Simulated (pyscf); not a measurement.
•HAs–InH₂ + H₂ → [H₂As–InH]• + H₂ (concerted two-bond exchange; doublet surface; H–H, H–In broken, As–H, H–H formed). PySCF, gas phase, ωB97X-D3(BJ)/def2-SVP geometries. Energies in kcal/mol from the separated reactants.

```json
[
 {"level": "ωB97X-D3(BJ)/def2-TZVP", "barrier": "___", "reaction energy": "-6.0"},
 {"level": "PBE/def2-TZVP", "barrier": "25.5", "reaction energy": "-9.6"},
 {"level": "B3LYP-D3(BJ)/def2-TZVP", "barrier": "32.3", "reaction energy": "-8.8"},
 {"level": "PBE0-D3(BJ)/def2-TZVP", "barrier": "___", "reaction energy": "___"},
 {"level": "ωB97M-D3(BJ)/def2-TZVP", "barrier": "38.8", "reaction energy": "-5.8"},
 {"level": "HF/def2-TZVP", "barrier": "59.9", "reaction energy": "-1.9"}
]
```

Task: What belongs in the gaps?

Result: 
- ωB97X-D3(BJ)/def2-TZVP, barrier: 37.7
- PBE0-D3(BJ)/def2-TZVP, barrier: 30.3
- PBE0-D3(BJ)/def2-TZVP, reaction energy: -8.0

The functionals in the table span 13.3 kcal/mol in this barrier, from PBE to ωB97M-D3(BJ)/def2-TZVP. This is the saddle that the search found; another between the same sides may lie lower. Elements up to Kr have no core potential and no relativistic terms here. Elements past Kr carry the def2 core potentials, without spin-orbit coupling.
